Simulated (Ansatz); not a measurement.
C3H6O2 (`CC=C(O)O`), 11 atoms. Charge 0, multiplicity 1. All runs use 4 threads of an Arm Neoverse V1 on a shared host. Correlated methods freeze the cores.

Task: How many basis functions does each run have, and how long does it take in Ansatz? RKS PBE0-D4/def2-TZVP frequencies; direct RPA on PBE orbitals/def2-TZVPP energy; RHF-CCSD(T)/def2-SVP energy; RKS PBE0-D4/def2-SVP energy; RHF-MP2/def2-QZVPP energy; RKS PBE0-D4/def2-TZVP relaxation (23 steps); RKS PBE0-D4/def2-QZVPP energy; RKS r2SCAN0-D4/def2-TZVPP energy; RHF-CCSD(T)/def2-TZVPP energy; RKS BHLYP-D4/def2-TZVPP energy; RKS BLYP-D4/def2-TZVPP energy; RKS CAM-B3LYP-D4/def2-TZVPP energy. (Best estimate.)

Result: The calculation gave: Other jobs shared the machine, so times are rough.

```json
{"level": "RKS PBE0-D4/def2-SVP", "job": "energy", "functions": "100", "wall time": "0.9 s", "peak host memory (GiB)": "0.19"}
{"level": "RKS BLYP-D4/def2-TZVPP", "job": "energy", "functions": "239", "wall time": "1.8 s", "peak host memory (GiB)": "0.27"}
{"level": "RKS BHLYP-D4/def2-TZVPP", "job": "energy", "functions": "239", "wall time": "2.3 s", "peak host memory (GiB)": "0.5"}
{"level": "RKS CAM-B3LYP-D4/def2-TZVPP", "job": "energy", "functions": "239", "wall time": "2.5 s", "peak host memory (GiB)": "0.55"}
{"level": "RKS r2SCAN0-D4/def2-TZVPP", "job": "energy", "functions": "239", "wall time": "3.8 s", "peak host memory (GiB)": "0.5"}
{"level": "direct RPA on PBE orbitals/def2-TZVPP", "job": "energy", "functions": "239", "wall time": "4.4 s", "peak host memory (GiB)": "0.56"}
{"level": "RHF-CCSD(T)/def2-SVP", "job": "energy", "functions": "100", "wall time": "4.4 s", "peak host memory (GiB)": "0.47"}
{"level": "RKS PBE0-D4/def2-QZVPP", "job": "energy", "functions": "465", "wall time": "6 s", "peak host memory (GiB)": "1.3"}
{"level": "RHF-MP2/def2-QZVPP", "job": "energy", "functions": "465", "wall time": "20 s", "peak host memory (GiB)": "2.8"}
{"level": "RKS PBE0-D4/def2-TZVP", "job": "relaxation (23 steps)", "functions": "191", "wall time": "53 s", "peak host memory (GiB)": "0.44"}
{"level": "RKS PBE0-D4/def2-TZVP", "job": "frequencies", "functions": "191", "wall time": "110 s", "peak host memory (GiB)": "0.45"}
{"level": "RHF-CCSD(T)/def2-TZVPP", "job": "energy", "functions": "239", "wall time": "2 min", "peak host memory (GiB)": "4.9"}
```
